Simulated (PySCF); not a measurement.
Do core-level shifts follow atomic charges?

C3H3NO.
Geometry (PBE0-D3(BJ)/def2-SVP, Å), atoms numbered from 1 in this order:
```
atom  x, y, z in Å
C1    -0.9152   -0.4020    0.8886
C2    -0.6389    0.3940   -0.1497
N3     0.5702    0.4683   -0.8017
C4     1.7033    0.0975   -0.9314
O5     2.8162   -0.1910   -1.1427
H6    -1.9110   -0.3824    1.3337
H7    -0.1710   -1.0802    1.3131
H8    -1.3981    1.0667   -0.5598
```

Binding energies: delta-SCF UKS SCAN, pcX-2 on the ionised atom, pcseg-1 elsewhere, spin-free X2C (PySCF). Charges: PBE0/pcSseg-1 ground-state density, for the ionised atom.

| atom | environment | C 1s (eV) | Mulliken (e) | IAO (e) | Hirshfeld (e) | ESP (e) |
| --- | --- | --- | --- | --- | --- | --- |
| C1 | terminal =CH2 carbon | 290.56 | -0.202 | -0.336 | -0.110 | -0.594 |
| C2 | vinylic carbon bearing nitrogen | 292.60 | +0.045 | -0.027 | +0.014 | +0.205 |
| C4 | isocyanate carbon | 294.88 | +0.642 | +0.526 | +0.250 | +0.716 |

Task: Give the correlation coefficient and slope of binding energy on charge for each scheme.

Result: IAO: r = 0.99, slope 4.9 eV per e; Hirshfeld: r = 0.99, slope 11.7 eV per e; ESP: r = 0.99, slope 3.2 eV per e; Mulliken: r = 0.98, slope 4.9 eV per e. On 3 points no scheme stands out.

Task: The point-charge model writes a binding energy as kq + V + constant, with V the potential of the other atoms' charges at the site. What does it give with the Hirshfeld charges?

Result: V = Σ 14.40 eV Å × q/r over all other atoms: +1.66 eV at C1, -0.31 eV at C2, -3.63 eV at C4. Fitting binding energy − V to q gives k = 26.3 eV per e and leaves an rms residual of 0.33 eV, against 0.26 eV for the fit on q alone. The model has no term for differences in relaxation between sites.

Spin contamination (⟨S²⟩ against 0.75 for a pure doublet) is marked for C 1s of C4 (0.87), which makes this value less certain. Isolated species at its PBE0-D3(BJ)/def2-SVP geometry (one conformer only).
